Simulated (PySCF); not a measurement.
**Working out the ionisation energy of B**

B [He] 2s2 2p1 (2P) → B⁺ [He] 2s2 (1S). All numbers are calculated (PySCF 2.14, the spin-free X2C one-electron Hamiltonian (Gaussian nucleus), in x2c-TZVPPall with one added diffuse shell each of s, p, d type (6s4p3d1f, 40 functions)). Frozen: 1s2. Energies in hartree (1 hartree = 27.21139 eV):

| part | B (lower) | B⁺ (upper) |
| --- | --- | --- |
| UHF | -24.539118 | -24.243659 |
| CCSD correlation | -0.064369 | -0.059523 |
| (T) | -0.001328 | 0.000000 |

Question: What does Hartree-Fock give?

Answer: (-24.243659) − (-24.539118) = 0.295459 hartree = 8.040 eV.

Question: What do CCSD and CCSD(T) give?

Answer: The CCSD correlation energies differ by 0.004846 hartree = 0.132 eV and the triples by 0.001328 hartree = 0.036 eV, so CCSD gives 8.172 eV and CCSD(T) 8.208 eV.

Measured between the centres of the two terms (NIST): 8.297 eV, so CCSD(T) (valence) is off by -0.089 eV.

The coupled-cluster amplitudes are large, so a single reference is strained.

What remains against the reference includes basis incompleteness, the frozen core and higher excitations.
